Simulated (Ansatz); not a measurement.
**AlNH3 (quartet): the correlation ladder at distance Al1–H4 along a hydrogen transfer = 2.351 Å, cc-pVDZ**

One table from this session's results is given with a row withheld; the runs are named, their logs left out.

The runs use Ansatz 0.2.0, Gaussian basis; cc-pVDZ, core rule «outside noble gas», up to 6 orbitals frozen.

To be run: UHF; CCSD(T) on ROHF; CCSD(T) on UHF; BCCD(T) on ROHF; CISD; CCSDT(Q) on ROHF; CCSDT(Q) on UHF; CASSCF and MRCISD+Q, 5 electrons in 5 orbitals; CASSCF and NEVPT2, 5 electrons in 5 orbitals.

13 further runs of the same task are left out: 9 for a known fault of the program, 4 that didn't finish.

### The system

The geometry derives from fragments relaxed apart (PBE0/def2-TZVP) and kept rigid, so it is no stationary point. A hydrogen atom is moved between rigid fragments.

5 atoms, charge 0, spin multiplicity 4.

Atoms are counted from 1 here; the program's logs count them from 0.

Bond lengths: Al1–H2 1.586 Å, Al1–H3 1.586 Å, H4–N5 1.040 Å. Angles: H2–Al1–H3 120.0°.

As a file:

```
Al   -1.0967    0.0000    0.0000
H    -1.8896    1.3734    0.0000
H    -1.8896   -1.3734    0.0000
H     1.2543    0.0000    0.0000
N     2.2943    0.0000    0.0000
```

Set-up of the first run:

File in.yaml:

```yaml
crystal:
  periodic: [false, false, false]
  atoms:
    - {symbol: Al, position_ang: [-1.096698, 0.000000, 0.000000]}
    - {symbol: H, position_ang: [-1.889622, 1.373384, 0.000000]}
    - {symbol: H, position_ang: [-1.889622, -1.373384, 0.000000]}
    - {symbol: H, position_ang: [1.254302, 0.000000, 0.000000]}
    - {symbol: N, position_ang: [2.294302, 0.000000, 0.000000]}
basis:
  gaussian: {orbitals: cc-pVDZ}
magnetization: {spin_polarized: true, initial_magnetization: 3}
hamiltonian: {xc: hf}
output: {orbitals: {seedname: orbitals}}
```

Launch:

```sh
> ansatz run in.yaml --threads 1 --pin off --events-out ev --progress --plain --max-ram 2393MiB
```

Steps of the session up to this table: UHF; CCSD(T) on ROHF; CCSD(T) on UHF; BCCD(T) on ROHF; CISD; CCSDT(Q) on ROHF; CCSDT(Q) on UHF; CASSCF and MRCISD+Q, 5 electrons in 5 orbitals; CASSCF and NEVPT2, 5 electrons in 5 orbitals.

One of the session's tables, all rows but one given; the rest of the session is left out.

It belongs to the step «Misses and costs». 

```
       method  from UCCSDT(Q) (meV)
         ROHF               +5849.1
          UHF               +5605.4
         RMP2               +1175.2
         UMP2               +1169.2
         CISD                +473.2
        RCCSD                +111.6
        UCCSD                     ?
     RCCSD(T)                 +27.5
     UCCSD(T)                 +25.8
      BCCD(T)                 +27.2
       RCCSDT                  +5.7
       UCCSDT                  +4.0
    RCCSDT(Q)                  +1.6
    UCCSDT(Q)                     0
  CASSCF pair               +5214.2
  NEVPT2 pair               +1113.7
  MRCISD pair                +408.8
MRCISD+Q pair                 +17.9
```

Q: Estimate the row for UCCSD from the others.

As computed: from UCCSDT(Q) (meV): +107.2. In the column «from UCCSDT(Q) (meV)» it lies between RCCSD(T) (+27.5) and RCCSD (+111.6).

Caveats from the session: Restricted and unrestricted rows rest on different reference determinants; where their highest levels disagree by more than a few hundredths of an eV, they describe different states and don't form one ladder.
